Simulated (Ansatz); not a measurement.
Redistribution: C4H9Cl + C4H8Cl2 → C3H6Cl2 + C5H11Cl

Species: C4H9Cl (1-chlorobutane) `CCCCCl`, singlet; C4H8Cl2 `CC(Cl)CCCl`, singlet; C3H6Cl2 (1,3-dichloropropane) `ClCCCCl`, singlet; C5H11Cl (1-chloro-3-methylbutane) `CC(C)CCCl`, singlet. The partners trade CH3 for Cl; both sit on C, so the bond types are kept.

Shapes, held fixed at every level: PBE0-D4/def2-TZVP. Flexible molecules stand in one conformer, not always the lowest. Programs: Ansatz 0.2.0. Electronic energies: no zero-point or thermal term.

Question: Estimate ΔE of this reaction.

Answer: The highest level, CCSD(T)/CBS estimate, gives ΔE = +8.0 kJ/mol; the levels span +7.1 to +12.5. The column of differences is taken from that level and isn't an error. No measured value is set beside it here. The CBS estimate extrapolates MP2 from def2-TZVPP and def2-QZVPP and adds CCSD(T) − MP2 in the triple-zeta set, cores frozen.

| level | kind | ΔE (kJ/mol) | less CCSD(T)/CBS estimate |
| --- | --- | --- | --- |
| HF/def2-SVP | Hartree–Fock | +12.5 | +4.5 |
| HF/def2-TZVPP | Hartree–Fock | +11.3 | +3.3 |
| r2SCAN-D4/def2-TZVPP | meta-GGA | +9.1 | +1.1 |
| BHLYP-D4/def2-TZVPP | global hybrid | +8.3 | +0.3 |
| wB97X-V/def2-TZVPP | range-separated hybrid | +7.6 | -0.4 |
| MP2/def2-TZVPP | perturbation theory | +7.1 | -0.9 |
| CCSD/def2-TZVPP | coupled cluster or CI | +7.2 | -0.8 |
| CCSD(T)/CBS estimate | coupled cluster or CI | +8.0 | 0.0 |
